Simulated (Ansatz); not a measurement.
**C3H8O2 (SMILES CC(O)CO): a chain of runs**

We compute a series of 14 runs (HF/STO-3G, UHF/STO-3G, HF/3-21G, UHF/3-21G, HF/6-31G*, B3LYP/6-31G*, MP2/6-31G*) of C3H8O2. 

The calculation is run with Ansatz 0.2.0.

## 1. The structure to begin with

The species is C3H8O2 (13 atoms), meant as a singlet with charge 0. SMILES: `CC(O)CO`. Geometry: relaxed at PBE0-D4/def2-TZVP. This is one conformer, not always the lowest. The run starts from this shape.

Bond lengths: C1–C2 1.509 Å, C2–O3 1.411 Å, C2–C4 1.513 Å, C4–O5 1.418 Å, C1–H6 1.091 Å, C1–H7 1.093 Å, C1–H8 1.092 Å, C2–H9 1.102 Å, O3–H10 0.964 Å, C4–H11 1.098 Å, C4–H12 1.098 Å, O5–H13 0.959 Å. Some angles: C1–C2–O3 108.2°, C1–C2–C4 112.0°, O3–C2–C4 109.9°, C2–C4–O5 107.0°, C1–C2–H9 109.5°, O3–C2–H9 109.7°, C4–C2–H9 107.6°, C2–C1–H6 110.0°, C2–C1–H7 110.4°, C2–C1–H8 111.0°.

## 2. A geometry optimisation at HF/STO-3G (start density atoms) (run 1)

Contents of job.yaml:

```yaml
basis:
  gaussian: {orbitals: STO-3G}
crystal:
  periodic: [false, false, false]
  atoms:
    - {symbol: C, position_ang: [-1.436080, 0.479960, 0.609470]}
    - {symbol: C, position_ang: [-0.120920, 0.522270, -0.129310]}
    - {symbol: O, position_ang: [0.781700, 1.306260, 0.620850]}
    - {symbol: C, position_ang: [0.453850, -0.861130, -0.342780]}
    - {symbol: O, position_ang: [1.701200, -0.694950, -0.995320]}
    - {symbol: H, position_ang: [-1.813330, 1.492590, 0.757890]}
    - {symbol: H, position_ang: [-1.307260, 0.018410, 1.591510]}
    - {symbol: H, position_ang: [-2.181870, -0.086910, 0.047700]}
    - {symbol: H, position_ang: [-0.271620, 0.976190, -1.121730]}
    - {symbol: H, position_ang: [1.649140, 1.172880, 0.222610]}
    - {symbol: H, position_ang: [0.582560, -1.347000, 0.633390]}
    - {symbol: H, position_ang: [-0.233470, -1.464090, -0.950720]}
    - {symbol: H, position_ang: [2.196100, -1.514510, -0.943540]}
hamiltonian: {xc: hf}
relax: {f_tol: 0.002}
output: {orbitals: {seedname: orbitals}}
```

On the command line:

```console
ansatz run job.yaml --threads 1 --pin off --max-ram 3480MiB --events-out events.jsonl --progress --plain --runs-dir runs
```

Output (excerpt; [...] marks lines left out):

```text
Warning: RAYON_NUM_THREADS=1 ignored (pool sized by the plan → 1); use --threads N
[...]
Functional definition: HF
  name "HF"
[...]
514 factors; integrals over basis functions are off by at most 1.3e-5 eV
[...]
mean field -7198.45755804 eV, -264.5384359681 hartree, gradient 5.8e-5 eV, S^2 0.000000; 0 other end points of the search recorded, 0 dependent functions left out
[...]
reference -7198.45755804 eV, -264.5384359681 hartree; 21, 21 occupied and 12, 12 virtual orbitals, 514 factors
relax step   1: F+E_penalty+E_count = -7198.45755804 eV  Δ(F+E_penalty+E_count) = +0.000e0 eV  max|allowed force component| = 2.471e0 eV/Å  Δτ_max = 0.0000 Å  (21 SCF iters, accepted)
[...]
relax step   7: F+E_penalty+E_count = -7198.63683617 eV  Δ(F+E_penalty+E_count) = -2.150e-5 eV  max|allowed force component| = 2.667e-3 eV/Å  Δτ_max = 0.0040 Å  (25 SCF iters, accepted)
[...]
relax step   8: F+E_penalty+E_count = -7198.63683744 eV  Δ(F+E_penalty+E_count) = -1.271e-6 eV  max|allowed force component| = 4.957e-4 eV/Å  Δτ_max = 0.0007 Å  (25 SCF iters, accepted)
514 factors; integrals over basis functions are off by at most 1.3e-5 eV
[...]
mean field -7198.63683744 eV, -264.5450243646 hartree, gradient 6.3e-6 eV, S^2 0.000000; 1 other end points of the search recorded, 0 dependent functions left out
[...]
reference -7198.63683744 eV, -264.5450243646 hartree; 21, 21 occupied and 12, 12 virtual orbitals, 514 factors
Total energy: -7198.63683744 eV, -264.5450243646 hartree
Atom 0 at    -1.463783     0.488338     0.628567 Å, force     0.000016    -0.000012     0.000166 eV/Å
Atom 1 at    -0.116372     0.542857    -0.123311 Å, force     0.000095    -0.000062    -0.000496 eV/Å
Atom 2 at     0.791578     1.350271     0.639857 Å, force     0.000382    -0.000015    -0.000034 eV/Å
Atom 3 at     0.479912    -0.878341    -0.343364 Å, force     0.000214    -0.000076     0.000245 eV/Å
Atom 4 at     1.769233    -0.686326    -0.943956 Å, force    -0.000276    -0.000105     0.000199 eV/Å
Atom 5 at    -1.853440     1.492626     0.761583 Å, force    -0.000123    -0.000094     0.000071 eV/Å
Atom 6 at    -1.333076     0.037373     1.607353 Å, force    -0.000048    -0.000015    -0.000052 eV/Å
Atom 7 at    -2.187896    -0.094665     0.067736 Å, force     0.000086     0.000040    -0.000034 eV/Å
Atom 8 at    -0.280271     0.988403    -1.114742 Å, force     0.000074     0.000017     0.000079 eV/Å
Atom 9 at     1.656130     1.214035     0.175647 Å, force    -0.000278     0.000045     0.000091 eV/Å
Atom 10 at     0.561639    -1.394352     0.620414 Å, force     0.000060     0.000180    -0.000176 eV/Å
Atom 11 at    -0.185068    -1.466711    -0.986485 Å, force    -0.000062    -0.000039    -0.000091 eV/Å
Atom 12 at     2.161413    -1.593539    -0.989278 Å, force    -0.000140     0.000136     0.000032 eV/Å
Dipole moment:    -0.040063    -0.447274    -0.150190 e Å
```

It took 6.6 s on 1 thread of Arm Neoverse V2, shared host; peak memory 0.09 GiB.

Step by step:

| step | energy from the first frame kept (eV) | largest force (eV/Å) |
| --- | --- | --- |
| 1 | 0.0000 | 2.5678 |
| 2 | -0.1696 | 0.4113 |
| 3 | -0.1779 | 0.1675 |
| 4 | -0.1788 | 0.0633 |
| 5 | -0.1792 | 0.0289 |
| 6 | -0.1793 | 0.0235 |
| 7 | -0.1793 | 0.0036 |
| 8 | -0.1793 | 0.0005 |

After the run. Bond lengths: C1–C2 1.544 Å, C2–O3 1.435 Å, C2–C4 1.557 Å, C4–O5 1.435 Å, C1–H6 1.085 Å, C1–H7 1.086 Å, C1–H8 1.086 Å, C2–H9 1.099 Å, O3–H10 0.991 Å, C4–H11 1.096 Å, C4–H12 1.096 Å, O5–H13 0.989 Å. Some angles: C1–C2–O3 108.2°, C1–C2–C4 111.8°, O3–C2–C4 110.3°, C2–C4–O5 106.3°, C1–C2–H9 108.9°, O3–C2–H9 110.2°, C4–C2–H9 107.4°, C2–C1–H6 109.9°, C2–C1–H7 110.4°, C2–C1–H8 110.5°.

## 3. Vibrational wavenumbers at HF/STO-3G (start density atoms) (run 2)

Contents of run.yaml:

```yaml
basis:
  gaussian:
    orbitals: STO-3G
crystal:
  periodic: [false, false, false]
  atoms:
    - {symbol: C, position_ang: [-1.463783, 0.488338, 0.628567]}
    - {symbol: C, position_ang: [-0.116372, 0.542857, -0.123311]}
    - {symbol: O, position_ang: [0.791578, 1.350271, 0.639857]}
    - {symbol: C, position_ang: [0.479912, -0.878341, -0.343364]}
    - {symbol: O, position_ang: [1.769233, -0.686326, -0.943956]}
    - {symbol: H, position_ang: [-1.853440, 1.492626, 0.761583]}
    - {symbol: H, position_ang: [-1.333076, 0.037373, 1.607353]}
    - {symbol: H, position_ang: [-2.187896, -0.094665, 0.067736]}
    - {symbol: H, position_ang: [-0.280271, 0.988403, -1.114742]}
    - {symbol: H, position_ang: [1.656130, 1.214035, 0.175647]}
    - {symbol: H, position_ang: [0.561639, -1.394352, 0.620414]}
    - {symbol: H, position_ang: [-0.185068, -1.466711, -0.986485]}
    - {symbol: H, position_ang: [2.161413, -1.593539, -0.989278]}
hamiltonian:
  xc: hf
phonons:
  temperatures: {t_min: 298.15, t_max: 298.15, t_step: 1}
```

On the command line:

```console
ansatz run run.yaml --threads 1 --pin off --max-ram 3480MiB --events-out events.jsonl --progress --plain --runs-dir runs
```

Output (excerpt; [...] marks lines left out):

```text
Warning: RAYON_NUM_THREADS=1 ignored (pool sized by the plan → 1); use --threads N
Functional definition: HF
  name "HF"
[...]
510 factors; integrals over basis functions are off by at most 1.4e-5 eV
[...]
mean field -7198.63682679 eV, -264.5450239733 hartree, gradient 6.4e-5 eV, S^2 0.000000; 0 other end points of the search recorded, 0 dependent functions left out
[...]
reference -7198.63682679 eV, -264.5450239733 hartree; 21, 21 occupied and 12, 12 virtual orbitals, 510 factors
[...]
510 factors; integrals over basis functions are off by at most 1.4e-5 eV
[...]
mean field -7198.63659864 eV, -264.5450155888 hartree, gradient 1.5e-6 eV, S^2 0.000000; 0 other end points of the search recorded, 0 dependent functions left out
[...]
reference -7198.63659864 eV, -264.5450155888 hartree; 21, 21 occupied and 12, 12 virtual orbitals, 510 factors
[...]
510 factors; integrals over basis functions are off by at most 1.4e-5 eV
[...]
Atom 6 at    -1.333076     0.037373     1.607353 Å, force    -0.000063    -0.000030    -0.000071 eV/Å
Atom 7 at    -2.187896    -0.094665     0.067736 Å, force     0.000089    -0.000000    -0.000052 eV/Å
Atom 8 at    -0.280271     0.988403    -1.114742 Å, force     0.000075     0.000039     0.000093 eV/Å
Atom 9 at     1.656130     1.214035     0.175647 Å, force    -0.000302     0.000060     0.000105 eV/Å
Atom 10 at     0.561639    -1.394352     0.620414 Å, force     0.000060     0.000203    -0.000175 eV/Å
Atom 11 at    -0.185068    -1.466711    -0.986485 Å, force    -0.000066    -0.000035    -0.000089 eV/Å
Atom 12 at     2.161413    -1.593539    -0.989278 Å, force    -0.000153     0.000191     0.000033 eV/Å
Dipole moment:    -0.040062    -0.447274    -0.150191 e Å
Vibrations: 111.70 210.61 244.53 331.71 377.65 443.75 518.45 551.62 980.23 1098.14 1132.93 1257.89 1306.78 1331.81 1387.67 1435.64 1509.63 1565.26 1644.46 1703.56 1761.14 1789.78 1822.05 1827.47 1831.29 3546.03 3572.57 3576.24 3663.40 3757.49 3760.04 4232.20 4242.97 cm⁻¹, zero-point [...]
```

Run time: 44 s. Hardware: 1 thread of Arm Neoverse V2, shared host.

Runs 3 to 10 aren't shown in full; the table further down has their settings and results.

## 4. A geometry optimisation at B3LYP/6-31G(d) (Cartesian functions, start density atoms) (run 11)

Contents of input.yaml:

```yaml
crystal:
  periodic: [false, false, false]
  atoms:
    - {symbol: C, position_ang: [-1.436080, 0.479960, 0.609470]}
    - {symbol: C, position_ang: [-0.120920, 0.522270, -0.129310]}
    - {symbol: O, position_ang: [0.781700, 1.306260, 0.620850]}
    - {symbol: C, position_ang: [0.453850, -0.861130, -0.342780]}
    - {symbol: O, position_ang: [1.701200, -0.694950, -0.995320]}
    - {symbol: H, position_ang: [-1.813330, 1.492590, 0.757890]}
    - {symbol: H, position_ang: [-1.307260, 0.018410, 1.591510]}
    - {symbol: H, position_ang: [-2.181870, -0.086910, 0.047700]}
    - {symbol: H, position_ang: [-0.271620, 0.976190, -1.121730]}
    - {symbol: H, position_ang: [1.649140, 1.172880, 0.222610]}
    - {symbol: H, position_ang: [0.582560, -1.347000, 0.633390]}
    - {symbol: H, position_ang: [-0.233470, -1.464090, -0.950720]}
    - {symbol: H, position_ang: [2.196100, -1.514510, -0.943540]}
basis:
  gaussian:
    orbitals: "6-31G*"
hamiltonian:
  xc: {name: B3LYP}
output:
  orbitals: {seedname: orbitals}
relax:
  f_tol: 0.002
```

On the command line:

```console
ansatz run input.yaml --threads 1 --pin off --max-ram 3480MiB --events-out events.jsonl --progress --plain --runs-dir runs
```

Output (excerpt; [...] marks lines left out):

```text
Warning: RAYON_NUM_THREADS=1 ignored (pool sized by the plan → 1); use --threads N
[...]
Functional definition: B3LYP
  name "B3LYP"
[...]
1045 factors; integrals over basis functions are off by at most 3.8e-4 eV
[...]
mean field -7335.10464409 eV, -269.5601237579 hartree, gradient 5.0e-5 eV, S^2 0.000000; 0 other end points of the search recorded, 0 dependent functions left out
[...]
reference -7335.10483934 eV, -269.5601309330 hartree; 21, 21 occupied and 70, 70 virtual orbitals, 1045 factors
relax step   1: F+E_penalty+E_count = -7335.10464409 eV  Δ(F+E_penalty+E_count) = +0.000e0 eV  max|allowed force component| = 5.030e-1 eV/Å  Δτ_max = 0.0000 Å  (25 SCF iters, accepted)
[...]
relax step   7: F+E_penalty+E_count = -7335.12154041 eV  Δ(F+E_penalty+E_count) = -7.093e-6 eV  max|allowed force component| = 2.007e-3 eV/Å  Δτ_max = 0.0053 Å  (22 SCF iters, accepted)
[...]
Atom 3 at     0.456198    -0.871188    -0.350684 Å, force    -0.000065    -0.000236     0.000187 eV/Å
Atom 4 at     1.720727    -0.680991    -0.991844 Å, force     0.000463    -0.000207    -0.000132 eV/Å
Atom 5 at    -1.815128     1.509164     0.774319 Å, force    -0.000036     0.000058     0.000071 eV/Å
Atom 6 at    -1.319357     0.023606     1.602817 Å, force    -0.000000     0.000074     0.000192 eV/Å
Atom 7 at    -2.209614    -0.069308     0.060973 Å, force     0.000060     0.000082     0.000069 eV/Å
Atom 8 at    -0.285676     0.973634    -1.130164 Å, force     0.000169    -0.000044     0.000064 eV/Å
Atom 9 at     1.654897     1.147265     0.205623 Å, force    -0.000010    -0.000139     0.000063 eV/Å
Atom 10 at     0.579613    -1.364748     0.625039 Å, force     0.000046     0.000067     0.000009 eV/Å
Atom 11 at    -0.216587    -1.482745    -0.971451 Å, force    -0.000063     0.000034    -0.000090 eV/Å
Atom 12 at     2.226281    -1.503956    -0.925921 Å, force    -0.000272     0.000383     0.000058 eV/Å
Dipole moment:     0.031762    -0.508250    -0.114253 e Å
```

Wall time 35 s (1 thread of Arm Neoverse V2, shared host); peak memory 0.18 GiB.

Step by step:

| step | energy from the first frame kept (eV) | largest force (eV/Å) |
| --- | --- | --- |
| 1 | 0.0000 | 0.5612 |
| 2 | -0.0141 | 0.2259 |
| 3 | -0.0167 | 0.0421 |
| 4 | -0.0168 | 0.0217 |
| 5 | -0.0169 | 0.0064 |
| 6 | -0.0169 | 0.0048 |
| 7 | -0.0169 | 0.0028 |
| 8 | -0.0169 | 0.0005 |

After the run. Bond lengths: C1–C2 1.522 Å, C2–O3 1.422 Å, C2–C4 1.526 Å, C4–O5 1.430 Å, C1–H6 1.094 Å, C1–H7 1.096 Å, C1–H8 1.096 Å, C2–H9 1.104 Å, O3–H10 0.973 Å, C4–H11 1.100 Å, C4–H12 1.101 Å, O5–H13 0.968 Å. Some angles: C1–C2–O3 108.0°, C1–C2–C4 112.5°, O3–C2–C4 109.4°, C2–C4–O5 106.3°, C1–C2–H9 109.4°, O3–C2–H9 110.0°, C4–C2–H9 107.5°, C2–C1–H6 109.9°, C2–C1–H7 110.5°, C2–C1–H8 111.1°.

Runs 12 to 13 aren't shown in full; the table further down has their settings and results.

## 5. The harmonic vibrations at MP2/6-31G(d) (Cartesian functions, start density atoms) (run 14)

Contents of run.yaml:

```yaml
basis:
  gaussian: {orbitals: "6-31G*"}
crystal:
  periodic: [false, false, false]
  atoms:
    - {symbol: C, position_ang: [-1.446941, 0.487415, 0.612739]}
    - {symbol: C, position_ang: [-0.131295, 0.515383, -0.137075]}
    - {symbol: O, position_ang: [0.781346, 1.294011, 0.632081]}
    - {symbol: C, position_ang: [0.450203, -0.869876, -0.343384]}
    - {symbol: O, position_ang: [1.713917, -0.669275, -0.990043]}
    - {symbol: H, position_ang: [-1.805371, 1.507682, 0.764564]}
    - {symbol: H, position_ang: [-1.306238, 0.024526, 1.593148]}
    - {symbol: H, position_ang: [-2.205213, -0.071811, 0.056731]}
    - {symbol: H, position_ang: [-0.274381, 0.970121, -1.130341]}
    - {symbol: H, position_ang: [1.649281, 1.149761, 0.210284]}
    - {symbol: H, position_ang: [0.579438, -1.349231, 0.636367]}
    - {symbol: H, position_ang: [-0.218141, -1.487956, -0.958965]}
    - {symbol: H, position_ang: [2.213395, -1.500780, -0.946086]}
correlation: {method: mp2}
phonons: {temperatures: {t_min: 298.15, t_max: 298.15, t_step: 1}}
```

On the command line:

```console
ansatz run run.yaml --threads 1 --pin off --max-ram 3480MiB --events-out events.jsonl --progress --plain --runs-dir runs
```

Output (excerpt; [...] marks lines left out):

```text
Warning: RAYON_NUM_THREADS=1 ignored (pool sized by the plan → 1); use --threads N
Functional definition: HF
  name "HF"
[...]
1045 factors; integrals over basis functions are off by at most 3.8e-4 eV
[...]
mean field -7291.64277186 eV, -267.9629294128 hartree, gradient 4.2e-6 eV, S^2 0.000000; 0 other end points of the search recorded, 0 dependent functions left out
5 core orbitals not correlated: weight in the atoms' cores, before any rotation towards them, 1.000 or more for the frozen orbitals, at most 0.000 for the correlated occupied ones
reference -7291.64277186 eV, -267.9629294128 hartree; 16, 16 occupied and 70, 70 virtual orbitals, 1045 factors
second order -20.49744467 eV of doubles, -0.00000000 eV of singles
[...]
1045 factors; integrals over basis functions are off by at most 3.8e-4 eV
[...]
Atom 6 at    -1.306238     0.024526     1.593148 Å, force    -0.000212     0.000041     0.000572 eV/Å
Atom 7 at    -2.205213    -0.071811     0.056731 Å, force    -0.000139     0.000015    -0.000296 eV/Å
Atom 8 at    -0.274381     0.970121    -1.130341 Å, force    -0.000208     0.000401    -0.000371 eV/Å
Atom 9 at     1.649281     1.149761     0.210284 Å, force     0.000135     0.000320     0.000960 eV/Å
Atom 10 at     0.579438    -1.349231     0.636367 Å, force     0.000267    -0.000305     0.000504 eV/Å
Atom 11 at    -0.218141    -1.487956    -0.958965 Å, force    -0.000050    -0.000091     0.000267 eV/Å
Atom 12 at     2.213395    -1.500780    -0.946086 Å, force     0.000056    -0.000408    -0.000592 eV/Å
Dipole moment:     0.019002    -0.533582    -0.131925 e Å
Vibrations: 163.36 239.32 263.81 274.03 374.26 486.26 505.59 534.98 872.88 970.08 980.97 1086.28 1125.95 1153.06 1195.23 1286.18 1296.36 1331.12 1423.39 1443.48 1478.93 1507.31 1550.25 1564.93 1571.31 3055.44 3069.43 3112.35 3128.56 3203.84 3215.34 3729.28 3789.93 cm⁻¹, zero-point energy [...]
Checks for a lower state left out: cluster_reference
```

It took 4.5 min on 1 thread of Arm Neoverse V2, shared host; peak memory 0.2 GiB.

## 6. All runs side by side

| run | level | task | walk f tol | partner | energy (Eh) | dipole moment (D) | wall time |
| --- | --- | --- | --- | --- | --- | --- | --- |
| 1 | HF/STO-3G (start density atoms) | optimise | 0.002 | base | -264.545024 | 2.27 | 6.6 s |
| 2 | HF/STO-3G (start density atoms) | frequencies | – | base | -264.545024 | 2.27 | 44 s |
| 3 | UHF/STO-3G (start density atoms) | energy | – | cation | -264.304222 | – | 0.42 s |
| 4 | UHF/STO-3G (start density atoms) | optimise | – | cation | -264.363879 | – | 14 s |
| 5 | HF/3-21G (start density atoms) | optimise | 0.002 | base | -266.483821 | 3.15 | 6.6 s |
| 6 | HF/3-21G (start density atoms) | frequencies | – | base | -266.483821 | 3.15 | 43 s |
| 7 | UHF/3-21G (start density atoms) | energy | – | cation | -266.164524 | – | 1.2 s |
| 8 | UHF/3-21G (start density atoms) | optimise | – | cation | -266.207652 | – | 20 s |
| 9 | HF/6-31G* (Cartesian functions, start density atoms) | optimise | 0.002 | base | -267.965960 | 2.61 | 14 s |
| 10 | HF/6-31G* (Cartesian functions, start density atoms) | frequencies | – | base | -267.965960 | 2.61 | 1.9 min |
| 11 | B3LYP/6-31G* (Cartesian functions, start density atoms) | optimise | 0.002 | base | -269.560752 | 2.51 | 35 s |
| 12 | B3LYP/6-31G* (Cartesian functions, start density atoms) | frequencies | – | base | -269.560752 | 2.51 | 3.7 min |
| 13 | MP2/6-31G* (Cartesian functions, start density atoms) | optimise | 0.002 | base | -268.716197 | 2.64 | 26 s |
| 14 | MP2/6-31G* (Cartesian functions, start density atoms) | frequencies | – | base | -268.716197 | 2.64 | 4.5 min |

## 7. What came out

```
                                                                          quantity          value
                                                  run 14, MP2/6-31G*: total energy  -268.71620 Eh
                            run 14, MP2/6-31G*: dipole moment (correlated density)         2.64 D
                   run 14, MP2/6-31G*: correlation energy (5 core orbitals frozen)     -753.3 mEh
                                      run 14, MP2/6-31G*: largest force on an atom     0.001 eV/Å
                                    run 14, MP2/6-31G*: lowest harmonic wavenumber       163 cm⁻¹
                                   run 14, MP2/6-31G*: highest harmonic wavenumber      3790 cm⁻¹
                                             run 14, MP2/6-31G*: zero-point energy   304.9 kJ/mol
                     vertical ionisation energy (to the doublet cation), HF/STO-3G       6.553 eV
                      vertical ionisation energy (to the doublet cation), HF/3-21G       8.689 eV
adiabatic ionisation energy (to the doublet cation, no zero-point term), HF/STO-3G       4.929 eV
 adiabatic ionisation energy (to the doublet cation, no zero-point term), HF/3-21G       7.515 eV
```

At HF/STO-3G: removing an electron at fixed nuclei costs 6.55 eV (151 kcal/mol). In a minimal basis such a difference can be off by several eV, whatever the method. At HF/3-21G: the vertical ionisation energy comes to 8.69 eV (838 kJ/mol). At HF/STO-3G: the adiabatic ionisation energy (to the doublet cation, no zero-point term) is 4.93 eV (476 kJ/mol). The second species lost a bond as it relaxed, so this leads to another structure. At HF/3-21G: the adiabatic ionisation energy (to the doublet cation, no zero-point term) is 7.51 eV (725 kJ/mol). In runs 1, 2, 3, 4 the basis is minimal, so the values are rough. All runs together took 14 min, the longest 4.5 min.
